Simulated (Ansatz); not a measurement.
This Ansatz (a quantum-chemistry and plane-wave program) input (B2PLYP/cc-pVQZ) gives -55.86373 Eh with 115 basis functions.

Ansatz 0.2 input:
```yaml
crystal:
  periodic: [false, false, false]
  atoms:
    - {symbol: N, position_ang: [0.00456047, 0.00186225, 0.14178543]}
    - {symbol: H, position_ang: [-0.02755881, 0.79955398, -0.50646319]}
    - {symbol: H, position_ang: [-0.00436445, -0.81258975, -0.48603483]}
basis:
  gaussian:
    orbitals: cc-pVQZ
hamiltonian:
  xc: {name: B2PLYP}
magnetization: {spin_polarized: true, initial_magnetization: 1}
correlation: {electrons: outside_noble_gas}
```

Change:
```diff
- orbitals: cc-pVQZ
+ orbitals: 6-31G*
```

Task: What does the run give now?

Result: -55.80899 Eh (B2PLYP/6-31G*, 19 functions), a change of +54.74 mEh.
